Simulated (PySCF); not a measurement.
Consider chlorosilane, `[SiH3]Cl` (ClH3Si). Numbering: `[SiH3:1][Cl:2]`

Energies: B3LYP-D3(BJ)/def2-TZVP (PySCF, density fitting, integration grid level 2) on PBE0-D3(BJ)/def2-SVP structures. Thermal corrections: PBE0-D3(BJ)/def2-SVP frequencies, unscaled, ideal gas at 298.15 K and 1 bar, quasi-RRHO entropy.

Rank these bonds by dissociation enthalpy, weakest first.
A. Si1–H
B. Si1–Cl2

A (377 kJ/mol), B (441 kJ/mol).

For Si1–Cl2, what are ΔE (electronic) and ΔG(298 K) of the homolysis?

ΔE = 449 and ΔG = 401 kJ/mol, beside ΔH = 441 kJ/mol. The radicals are SiH3• and Cl•.

Note: spin-orbit coupling is left out of the energies, which matters for open shells on the heavier atoms.

---

Consider methanethiol, `CS` (CH4S). Coordinates in Å; atoms count from 1 in this order:
```
C    -0.4887   -0.0064    0.0005
S     1.1404    0.7786   -0.1158
H    -0.6313   -0.5141    0.9646
H    -1.2262    0.8045   -0.0744
H    -0.6655   -0.7112   -0.8240
H     1.8744   -0.3478    0.0056
```

These are calculated values, M06-2X/def2-TZVP in PySCF (grid level 3) at geometries from PBE0-D3(BJ)/def2-SVP. Zero-point and thermal terms (298.15 K, 1 bar) come from unscaled PBE0-D3(BJ)/def2-SVP harmonic frequencies, with soft modes damped to free rotors in the entropy.

Rank these bonds by dissociation enthalpy, weakest first.
A. C1–S2
B. C1–H
C. S2–H

A (315 kJ/mol), C (355 kJ/mol), B (396 kJ/mol).

For S2–H, what are ΔE (electronic) and ΔG(298 K) of the homolysis?

ΔE = 378 and ΔG = 322 kJ/mol, beside ΔH = 355 kJ/mol. The radicals are `C[S]` and H•.

---

Consider methyl fluoride, `CF` (CH3F). Non-hydrogen atoms are numbered in `[CH3:1][F:2]`.

Energies: ωB97X-D3(BJ)/def2-TZVP (PySCF, density fitting, integration grid level 2) on PBE0-D3(BJ)/def2-SVP structures. Thermal corrections: PBE0-D3(BJ)/def2-SVP frequencies, unscaled, ideal gas at 298.15 K and 1 bar, quasi-RRHO entropy.

Task: Rank these bonds by dissociation enthalpy, weakest first.
A. C1–H
B. C1–F2

Result: A (415 kJ/mol), B (458 kJ/mol).

Task: For C1–F2, what are ΔE (electronic) and ΔG(298 K) of the homolysis?

Result: ΔE = 477 and ΔG = 419 kJ/mol, beside ΔH = 458 kJ/mol. The radicals are CH3• and F•.
